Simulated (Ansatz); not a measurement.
in.yaml

```yaml
crystal:
  periodic: [false, false, false]
  atoms:
    - {symbol: As, position_ang: [0.466714, -0.075554, 3.302280]}
    - {symbol: As, position_ang: [0.239877, -0.312993, -5.075287]}
    - {symbol: H, position_ang: [-0.873759, 0.632139, 3.455885]}
    - {symbol: H, position_ang: [-0.157170, -1.455351, 3.455312]}
    - {symbol: H, position_ang: [0.324338, 1.211760, -5.138190]}
basis:
  gaussian: {orbitals: cc-pVDZ}
magnetization: {spin_polarized: true, initial_magnetization: 1}
hamiltonian: {xc: hf}
output: {orbitals: {seedname: orbitals}}
```

```sh
$ ansatz run in.yaml --threads 1 --pin off --events-out ev --progress --plain --max-ram 2393MiB
```

Log:

```
789 factors; integrals over basis functions are off by at most 1.3e-3 eV
mean field evaluation 1: about -121626.5442 eV, gradient 1.4e1 eV
mean field evaluation 2: about -121626.5445 eV, gradient 1.4e1 eV
mean field evaluation 4: about -121627.6520 eV, gradient 8.6e0 eV
mean field evaluation 8: about -121627.6530 eV, gradient 8.6e0 eV
mean field evaluation 16: about -121636.1262 eV, gradient 1.3e-4 eV
mean field evaluation 32: about -121630.4334 eV, gradient 7.4e-1 eV
mean field evaluation 64: about -121635.6168 eV, gradient 1.5e-4 eV
mean field evaluation 96: about -121632.0541 eV, gradient 3.1e0 eV
mean field evaluation 128: about -121627.0416 eV, gradient 1.2e1 eV
mean field -121636.12620294 eV, -4470.0451900306 hartree, gradient 9.3e-6 eV, S^2 1.779106; 5 other end points of the search recorded, 0 dependent functions left out
reference -121636.12620294 eV, -4470.0451900306 hartree; 35, 34 occupied and 34, 35 virtual orbitals, 789 factors
Total energy: -121636.12620294 eV, -4470.0451900306 hartree
```

Ran on 1 thread of Arm Neoverse V1, shared host: 11 s wall, 0.32 GiB peak host memory.
